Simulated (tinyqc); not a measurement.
UHF in the sto-6g basis, for OH+, spin multiplicity 3, step by step. One step of it, computed by the program tinyqc.

Task: Iteration 2: DIIS coefficients. Solve [B -1; -1 0][c; lambda] = [0; -1] for the coefficients, which sum to one.

B (overlaps of the stored error matrices):
```
,1,2
1,1.6102440e-01,-1.7034964e-02
2,-1.7034964e-02,3.3088807e-02
```

Give: DIIS coefficients.

Result:

DIIS coefficients: 0.2197  0.7803
